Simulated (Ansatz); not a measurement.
Program: Ansatz. Geometries: PBE0-D4/def2-TZVP. ΔE: electronic, gas phase. CCSD(T)/CBS adds triple-zeta CCSD(T) − MP2 to the extrapolated MP2 energy (def2 sets, frozen cores). DFT in def2-TZVPP. B3LYP here is the variant with VWN-RPA as its local correlation; programs differ in this. Open shells (•) are unrestricted, without spin–orbit coupling.

Reaction (homolysis of the C–O bond): `COC(C)=O` → `C[C]=O`• + `C[O]`•

```
          level  ΔE (kcal/mol)  difference from CCSD(T)/CBS
        BLYP-D4           96.0                        -10.4
      r2SCAN-D4           99.5                         -6.9
         B97M-V          101.5                         -4.9
        PBE0-D4          101.9                         -4.5
     r2SCANh-D4           99.2                         -7.2
       BHLYP-D4           96.8                         -9.6
        ωB97X-V          103.3                         -3.1
         B2PLYP          100.6                         -5.8
            PBE           99.9                         -6.5
         revPBE           92.7                        -13.7
           BLYP           92.1                        -14.3
          B3LYP           95.5                        -10.9
    HF/def2-SVP           76.2                        -30.2
   MP2/def2-SVP          111.4                          5.0
CCSD/def2-TZVPP          101.1                         -5.3
  HF/def2-QZVPP           72.0                        -34.4
    CCSD(T)/CBS          106.4                            0
```

Largest T1 diagnostic among the species: 0.019.

Leaving LDA and LC-ωPBE aside and taking each functional with its dispersion term where it has one, the values, not all of them listed here, spread over 9.5 kcal/mol, from BLYP-D4 to PBE-QIDH. LDA lies +21.7 kcal/mol from PBE without D4, its usual overbinding. From r2SCAN to r2SCAN0 (25 % exact exchange), in def2-TZVPP and without D4, ΔE moves by −0.7 kcal/mol: exact exchange takes away binding that semilocal exchange gives to molecules. In def2-TZVPP, CCSD(T) changes the Hartree–Fock value by +31.6 kcal/mol (the triples alone add +2.6 kcal/mol) and MP2 by +41.0 kcal/mol; breaking electron pairs costs correlation energy, which Hartree–Fock lacks.
